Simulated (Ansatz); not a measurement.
Two isomers of CH5NSi: A = `C1N[SiH2]1`, B = `C[Si]N`.

Calculated with Ansatz (gas phase, PBE0-D4/def2-TZVP geometries, no zero-point term in ΔE). CBS: MP2 limit from def2 TZ/QZ plus the TZ coupled-cluster correction, frozen cores. Functionals use def2-TZVPP. B3LYP here is the variant with VWN-RPA as its local correlation; programs differ in this. One conformer a species, not always the lowest.

**Question.** Which is lower in electronic energy at CCSD(T)/CBS, and by how much? (Estimate.)

**Answer.** The calculation gave: B, by 115.4 kJ/mol.

**Question.** Give E(B) − E(A) in kJ/mol with HF/def2-TZVPP, r2SCAN-D4, B3LYP-D4, ωB97M-V, PBE-D4, B3LYP, PBE0-D4. (An estimate is asked.)

**Answer.** Ansatz gave: HF/def2-TZVPP -120.1, r2SCAN-D4 -102.6, B3LYP-D4 -120.0, ωB97M-V -119.3, PBE-D4 -109.1, B3LYP -119.1, PBE0-D4 -107.4. None reverses the order clearly.

**Question.** Does the order hold for the free energy at 298.15 K (harmonic terms from PBE0-D4)? (Best estimate.)

**Answer.** Ansatz gave: Yes: G(B) − G(A) = -111.9 kJ/mol, for one conformer each. Modes under 60 cm⁻¹, often nearly free rotors, make the harmonic entropy too high.

Largest T1 diagnostic: 0.013.

In def2-TZVPP, CCSD(T) changes the Hartree–Fock value by +3.9 kJ/mol (the triples alone add +2.2 kJ/mol) and MP2 by +12.5 kJ/mol. At CCSD(T), def2-SVP lies −5.0 kJ/mol from the extrapolated value and def2-TZVPP −0.8 kJ/mol.
